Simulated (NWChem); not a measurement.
**Si2H5 (SMILES [SiH2][SiH3]): UB3LYP/pcseg-1**

Aim: the vertical ionisation energy of Si2H5 at UB3LYP/pcseg-1, from 2 runs. 

The results are computed with NWChem 7.3.0.

**1. Starting point**

The species is Si2H5 (7 atoms), meant as a doublet with charge 0. SMILES: `[SiH2][SiH3]`. The coordinates come from a PBE0-D4/def2-TZVP relaxation.

Bond lengths: Si1–Si2 2.324 Å, Si1–H3 1.489 Å, Si1–H4 1.488 Å, Si2–H5 1.487 Å, Si2–H6 1.490 Å, Si2–H7 1.487 Å. Angles: Si1–Si2–H5 109.0°, Si1–Si2–H6 112.7°, Si1–Si2–H7 109.0°, Si2–Si1–H3 114.5°, Si2–Si1–H4 114.5°, H5–Si2–H6 108.5°, H5–Si2–H7 109.1°, H6–Si2–H7 108.5°, H3–Si1–H4 109.9°.

**2. A single-point energy at UB3LYP/pcseg-1**

Input file h5si2.nw:

```
start h5si2
title "H5Si2"
memory 2200 mb

geometry units angstroms noautosym nocenter noautoz
  Si      -0.209600      -1.361200      -0.191100
  Si       0.357900       0.889200      -0.062000
  H       -0.002600      -2.123900       1.070300
  H       -1.573600      -1.624600      -0.725600
  H        0.210000       1.502800      -1.408000
  H       -0.495800       1.643100       0.898600
  H        1.774900       1.006800       0.372200
end

basis "ao basis" spherical bse
  * library pcseg-1
end

dft
  xc b3lyp
  mult 2
  grid fine
  convergence energy 1e-08
  iterations 100
  mulliken
  print low
end

task dft energy
```

Started as:

```
nwchem h5si2.nw > h5si2.out
```

The program printed:

```text
[...]
 d= 0,ls=0.0,diis     1   -581.9290559271 -6.65D+02  5.62D-03  3.31D-02     1.3
[...]
 d= 0,ls=0.0,diis     9   -581.9531765539 -7.78D-10  3.37D-07  5.55D-11     9.9
[...]
         Total DFT energy =     -581.953176553940
      One electron energy =     -970.018975221203
           Coulomb energy =      348.951892913124
    Exchange-Corr. energy =      -43.683484265859
 Nuclear repulsion energy =       82.797390019998
[...]
      Total Density - Mulliken Population Analysis
     ---------------------------------------------
    Atom       Charge   Shell Charges
 -----------   ------   -------------------------------------------------------
    1 Si  14    13.87   2.00  1.99  1.04  0.38  5.98  2.06  0.34  0.07
    2 Si  14    13.73   2.00  1.99  1.00  0.33  5.98  2.15  0.17  0.11
    3 H    1     1.08   0.75  0.32  0.01
    4 H    1     1.08   0.75  0.32  0.01
    5 H    1     1.08   0.76  0.32  0.01
    6 H    1     1.08   0.76  0.32  0.01
    7 H    1     1.08   0.76  0.32  0.01
[...]
      <S2> =      0.7522 (Exact =     0.7500)
[...]
```

Run time: 11 s. Hardware: 1 thread of Intel Xeon Platinum 8488C (Sapphire Rapids), shared host; peak memory 0.12 GiB.

**3. The singlet cation at the same level**

Input file struct.xyz:

```xyz
7
H5Si2 energy
Si    -0.209600    -1.361200    -0.191100
Si     0.357900     0.889200    -0.062000
H     -0.002600    -2.123900     1.070300
H     -1.573600    -1.624600    -0.725600
H      0.210000     1.502800    -1.408000
H     -0.495800     1.643100     0.898600
H      1.774900     1.006800     0.372200
```

Input file struct.nw:

```
start struct
title "H5Si2 energy"
memory stack 880 mb heap 220 mb global 1100 mb
charge 1
geometry units angstrom noautosym nocenter noautoz
  load format xyz struct.xyz
end
basis spherical bse
  * library pcseg-1
end
dft
  xc b3lyp
  mult 1
  grid fine
  convergence energy 1e-08
  maxiter 100
  mulliken
  noprint "final vectors analysis"
end
task dft energy
```

Started as:

```
nwchem struct.nw > struct.out
```

The program printed:

```text
[...]
          Wavefunction type:  closed shell.
          No. of atoms     :     7
          No. of electrons :    32
[...]
          Charge           :     1
          Spin multiplicity:     1
[...]
          AO basis - number of functions:    61
[...]
              XC Information
              --------------
                         B3LYP Method XC Potential
                     Hartree-Fock (Exact) Exchange  0.200
                        Slater Exchange Functional  0.800 local
                    Becke 1988 Exchange Functional  0.720 non-local
              Lee-Yang-Parr Correlation Functional  0.810
                  VWN I RPA Correlation Functional  0.190 local
[...]
 d= 0,ls=0.0,diis     1   -581.5875927051 -6.64D+02  2.02D-02  6.08D-01     1.0
[...]
 d= 0,ls=0.0,diis     8   -581.6472176681 -1.35D-09  1.80D-06  4.94D-09     5.8
         Total DFT energy =     -581.647217668134
      One electron energy =     -962.162958749782
           Coulomb energy =      341.126475338456
    Exchange-Corr. energy =      -43.408124276807
 Nuclear repulsion energy =       82.797390019998
[...]
      Total Density - Mulliken Population Analysis
     ---------------------------------------------
    Atom       Charge   Shell Charges
 -----------   ------   -------------------------------------------------------
    1 Si  14    13.41   2.00  1.99  1.18  0.30  5.98  1.80  0.09  0.07
    2 Si  14    13.70   2.00  1.99  1.02  0.34  5.98  2.17  0.10  0.10
    3 H    1     0.96   0.73  0.22  0.01
    4 H    1     0.96   0.73  0.22  0.01
    5 H    1     1.00   0.74  0.25  0.01
    6 H    1     0.97   0.72  0.24  0.01
    7 H    1     1.00   0.74  0.25  0.01
[...]
```

It took 6.6 s on 1 thread of Intel Xeon Platinum 8488C (Sapphire Rapids), shared host; peak memory 0.12 GiB.

**4. What came out**

At UB3LYP/pcseg-1:

```
                                          quantity          value
                       doublet Si2H5: total energy  -581.95318 Eh
                               doublet Si2H5: ⟨S²⟩          0.752
                      singlet cation: total energy  -581.64722 Eh
vertical ionisation energy (to the singlet cation)       8.326 eV
```

Removing an electron at fixed nuclei costs 8.33 eV (192 kcal/mol). Only the singlet of the ionised species was computed; a triplet could lie lower. Mulliken charges (doublet Si2H5) run from -0.08 on H3 to +0.27 on Si2; they depend strongly on the basis.
